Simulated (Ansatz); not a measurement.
# CH7FSi: the cost of one run

Program: Ansatz 0.2.0. Level of theory: RKS B3LYP-D4/def2-TZVP. These are calculated values, not measurements.

## Step 1: The system as given

Bond lengths: Si1–F2 2.004 Å, Si1–H3 1.451 Å, Si1–H4 1.485 Å, Si1–H5 1.452 Å, Si1–C7 2.175 Å, C7–H8 1.083 Å, C7–H9 1.098 Å, C7–H10 1.083 Å. Angles (14 of 16 angles, heavy atoms first): F2–Si1–C7 75.5°, F2–Si1–H3 82.4°, F2–Si1–H4 167.4°, F2–Si1–H5 82.2°, H3–Si1–C7 112.3°, H4–Si1–C7 91.9°, H5–Si1–C7 112.3°, Si1–C7–H8 97.4°, Si1–C7–H9 136.2°, Si1–C7–H10 100.3°, H3–Si1–H4 102.8°, H3–Si1–H5 126.9°, H4–Si1–H5 103.0°, H8–C7–H9 105.3°.

Structure file:

```xyz
10

Si   -0.6579    0.4061   -0.7513
F     1.2694    0.9074   -0.9743
H    -0.4281   -0.2729   -2.0128
H    -1.9767   -0.1265   -0.3258
H    -0.8012    1.8360   -0.5438
H     1.0483    0.1952   -0.0274
C     0.3541   -0.5707    0.9074
H    -0.2877   -0.2020    1.6981
H     1.3677   -0.5666    1.3301
H     0.1123   -1.6060    0.6999
```

## Step 2: Pulling towards end A

Springs on the bonds that form and break draw the guess towards this end; the thresholds are loose.

input.yaml

```yaml
crystal:
  periodic: [false, false, false]
  atoms:
    - { symbol: Si, position_ang: [-0.6579, 0.4061, -0.7513] }
    - { symbol: F, position_ang: [1.2694, 0.9074, -0.9743] }
    - { symbol: H, position_ang: [-0.4281, -0.2729, -2.0128] }
    - { symbol: H, position_ang: [-1.9767, -0.1265, -0.3258] }
    - { symbol: H, position_ang: [-0.8012, 1.836, -0.5438] }
    - { symbol: H, position_ang: [1.0483, 0.1952, -0.0274] }
    - { symbol: C, position_ang: [0.3541, -0.5707, 0.9074] }
    - { symbol: H, position_ang: [-0.2877, -0.202, 1.6981] }
    - { symbol: H, position_ang: [1.3677, -0.5666, 1.3301] }
    - { symbol: H, position_ang: [0.1123, -1.606, 0.6999] }
basis:
  gaussian: { orbitals: def2-TZVP }
hamiltonian:
  xc: b3lyp
  dispersion: d4
relax:
  f_tol: 0.15
  max_steps: 25
  restrain:
    - { distance: [0, 6], at: 3.17, k: 30.0 }
    - { distance: [5, 1], at: 2.18, k: 30.0 }
    - { distance: [0, 1], at: 1.68, k: 30.0 }
    - { distance: [5, 6], at: 1.07, k: 30.0 }
```

Started as:

```sh
> ansatz run input.yaml --threads 4 --pin off --max-ram 5120MiB --backend cpu --events-out ev --progress --plain --runs-dir out
```

Q: Estimate wall time and peak memory on 4 threads of Arm Neoverse N1, shared host.

About 25 s, with a peak of 0.26 GiB.
